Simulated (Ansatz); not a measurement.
What a trial cell of Re relaxes into

Method: DFT r2SCAN, scalar-relativistic, plane waves, PAW in Ansatz 0.2.0. Cutoff 500 eV, Γ-centred k mesh, Gaussian smearing, no spin polarisation in the final step.

The start puts Re on the trigonal selenium structure type (P3_121, No. 152), at a guessed volume.

```yaml
crystal:
  lattice:
    - [3.58639, 0.00000, 0.00000]
    - [-1.79320, 3.10591, 0.00000]
    - [0.00000, 0.00000, 4.06888]
  atoms:
    - { symbol: Re, position: [0.22540, 0.00000, 0.33333] }
    - { symbol: Re, position: [0.00000, 0.22540, 0.66667] }
    - { symbol: Re, position: [0.77460, 0.77460, 0.00000] }
```

Cell and atoms relax at zero pressure; the relaxation can't lower the symmetry of the start. After a coarse first stage the cell is made exact in the group found at 0.06 Å.

Energies count from the standard state of Re at the same level.

(1) What does it relax into?

(2) What are its volume, energy, density and gap?

Answers

(1) It ends in Im-3m (No. 229). The result has the bcc structure. Conventional cell: a = 3.096 Å. Around Re lie 8 Re at 2.68 Å and 6 Re at 3.10 Å.

Space group Im-3m (No. 229). a = 3.096 Å, b = 3.096 Å, c = 3.096 Å, α = 90.00°, β = 90.00°, γ = 90.00°
```tsv
atom	site	symmetry	x	y	z
Re	2a	m-3m	0.0000	0.0000	0.0000
```

(2) The volume per atom is 14.83 Å³, the density is 20.85 g/cm³ and the energy over the standard structure is 0.27 eV/atom. The gap on the 24×24×24 mesh is 0 eV (a metal).

The final run used a 24×24×24 mesh on its 1-atom cell and 0.10 eV smearing. The k mesh leaves about 4 meV/atom of noise in metals. Spin–orbit coupling is left out. Symmetry constrained the relaxation, so the result can be a saddle point.